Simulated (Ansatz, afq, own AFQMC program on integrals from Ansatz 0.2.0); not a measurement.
# CHSi, quartet in cc-pVDZ, levels against CCSDT(Q)

```xyz
3

Si    0.0000    0.1753    0.5807
C     0.0000   -0.4488   -1.2059
H     0.0000    0.4643   -1.8116
```

Connectivity, by distances: Si–CH.

Basis cc-pVDZ. Noble-gas cores (and the filled d shells of Ga–Kr and In–Xe) are frozen. Integrals, coupled cluster, full CI and functionals: Ansatz 0.2.0; the random walks run on the same integrals in our own AFQMC program. The CISD trial takes its coefficients from CCSD amplitudes. Released means that phaseless walkers are propagated on without the constraint, phases kept. Error bars are statistical, one sigma.

Determinant: UHF, the one that the program's search chose, which needn't be the lowest solution. The geometry is a point of a scan.

No full CI on the walks' own integrals is used here; CCSDT(Q) serves as the reference and is uncertain by about the last step of the cluster series.

Cautions: lower spins were not checked; higher spins were not checked; raised T1 diagnostic (T1 0.041, weight of the determinant 0.86, largest double 0.06).

```
T1 diagnostic                               : 0.0413
weight of the determinant in the CISD state : 0.860
⟨S²⟩ of the determinant                     : 3.772
size of the correlated space                : 9 electrons in 31 orbitals
```

Reference: CCSDT(Q), correlation energy -5.150 eV. The released energy is read at 2.40 1/Eh (meV from the phaseless value at times in 1/Eh: -9 ± 11 at 0.24, 2 ± 11 at 0.51, 9 ± 10 at 0.99, 8 ± 14 at 1.62, -16 ± 21 at 2.40).

```
         level  E − E(reference) (mEh)  share of correlation (%)
            HF                  189.27                      0.00
           MP2                   44.94                     76.25
          CCSD                    8.03                     95.76
       CCSD(T)                    2.16                     98.86
         CCSDT                    0.44                     99.77
 ph-AFQMC/CISD            -0.38 ± 0.39                    100.20
released AFQMC            -0.98 ± 0.77                    100.52
```

A walk keeps the symmetry of its determinant, which the program's search chose and which needn't be the lowest solution, so a lower state of the same spin and another symmetry isn't excluded. Released energies are given only where the last usable release times agree within the noise; a slower fall can still hide under it.
